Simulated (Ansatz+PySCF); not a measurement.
A calculation with Ansatz (development build ahead of 0.2.0).

```yaml
crystal:
  periodic: [false, false, false]
  atoms:
    - { symbol: H, position_ang: [0.00745, 0.39857, 0.36368] }
    - { symbol: O, position_ang: [0.00664, 0.63625, 1.28768] }
    - { symbol: O, position_ang: [-0.00782, -0.47514, 1.93117] }
basis:
  gaussian: { orbitals: cc-pVTZ }
magnetization:
  spin_polarized: true
  initial_magnetization: 1
hamiltonian:
  xc: hf
correlation:
  method: mp2
  frozen_orbitals: { H: 0, O: 1 }
output:
  forces: true
```

The input is written out in the form of the current development build from the run's settings.

Output:

```yaml
Converged: yes
Reference_energy: -150.23762 hartree
Correlation_energy: -0.44114 hartree
Total_energy: -150.67876 hartree
Spin_squared_of_the_determinant: 0.761
Stability_test: minimum
Occupied_orbitals_by_symmetry_in_an_Abelian_subgroup_alpha;_beta: 7 A' 2 A''; 7 A' 1 A''
```

Forces (eV/Å):
```json
{"atom": "H1", "Fx": "0.001", "Fy": "-0.252", "Fz": "-0.896"}
{"atom": "O2", "Fx": "0.016", "Fy": "1.493", "Fz": "0.196"}
{"atom": "O3", "Fx": "-0.016", "Fy": "-1.241", "Fz": "0.701"}
```
